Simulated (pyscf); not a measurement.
PySCF, gas phase, ωB97X-D3(BJ)/def2-SVP geometries. Correlated levels are frozen-core, on RHF or UHF. ΔMP2 is the change of the MP2 total energy from the triple- to the quadruple-zeta basis.

Q: Estimate by transition-state theory (the high-pressure limit) the rate constant of `[NH2][GeH]([Cl])[Cl]` -> `[Cl][Ge][Cl]` [singlet] + `[NH3]` (singlet surface; Ge–N, Ge–H broken, H–N formed) at 600 K, with CCSD(T)/def2-TZVPP + ΔMP2(QZVPP) energies (ideal gas, 1 atm, RRHO with modes under 100 cm⁻¹ raised to 100, one conformer, R ln 2 for chiral ones without a mode under 150 cm⁻¹; no tunnelling).

A: The electronic barrier is 57.3 kcal/mol and the thermal terms add -2.3, so ΔG‡ = 55.0 kcal/mol. With k_BT/h = 1.25e+13 s⁻¹ and RT = 1.192 kcal/mol, k = 1.2e-07 s⁻¹; so small a molecule is far into fall-off at 1 atm, where the true rate is lower. Wigner's tunnelling factor for 1539i cm⁻¹ would be 1.57, likely too low at so high a frequency. A shift of 1 kcal/mol in the barrier changes k by a factor 2.3. On the product side the descent ends in an adduct with a Ge–N contact, 24.0 kcal/mol under the separated species and 65.7 kcal/mol under the saddle at ωB97X-D3(BJ)/def2-TZVP. What is counted as broken (Ge–N) persists as a longer contact in the product adduct; parting that adduct is a step of its own. At ωB97X-D3(BJ) the barrier from the zero used here is 60.1 kcal/mol. This is the saddle that the search found; another between the same sides may lie lower. The CCSD(T) − MP2 part came from Ansatz, without density fitting, on the same reference. The frozen core leaves the outer d or s,p core shells of the metals and heavy elements correlated in the MP2 and CC values, and def2-TZVPP describes them poorly, which can shift differences by a few kcal/mol. Elements up to Kr have no core potential and no relativistic terms here.
